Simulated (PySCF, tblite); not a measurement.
Isomers of C4H11PS, one GFN2-xTB conformer each. Single-point energies are computed at PBE0/pcSseg-1 (PySCF, gas phase, no added dispersion term), electronic only.

Question: Rank them by PBE0/pcSseg-1 energy, lowest first (kJ/mol).
A. `[CH3:1][S:2][CH2:3][P:4]([CH3:5])[CH3:6]` with C1–S2–C3–P4 65°, S2–C3–P4–C5 71°
B. `[CH3:1][CH:2]([CH3:3])[CH2:4][PH2:5]=[S:6]` with C1–C2–C4–P5 -62°, C2–C4–P5–S6 -46°

Answer: B (0.0), A (38.7).

GFN2-xTB itself gives, in the same order: 0.0, 120.5. Both levels put the same isomer lowest.

Question: Which frontier levels, dipoles and rotational constants go with these structures?

Answer: 
| SMILES | HOMO (eV, PBE0/pcSseg-1) | LUMO (eV) | dipole (D) | A, B, C (MHz) |
| --- | --- | --- | --- | --- |
| CC(C)C[PH2]=S | -6.67 | 0.51 | 4.26 | 4001, 1211, 1150 |
| CSCP(C)C | -6.20 | 0.91 | 1.37 | 4024, 1272, 1200 |

Question: What happens when harmonic zero-point energies from GFN2-xTB frequencies are added?

Answer: 
```csv
SMILES,ZPE (kJ/mol),electronic (kJ/mol),with ZPE (kJ/mol)
CC(C)C[PH2]=S,368.6,0.0,0.0
CSCP(C)C,364.1,38.7,34.2
```

The zero-point energies span 4.5 kJ/mol. The order is unchanged.
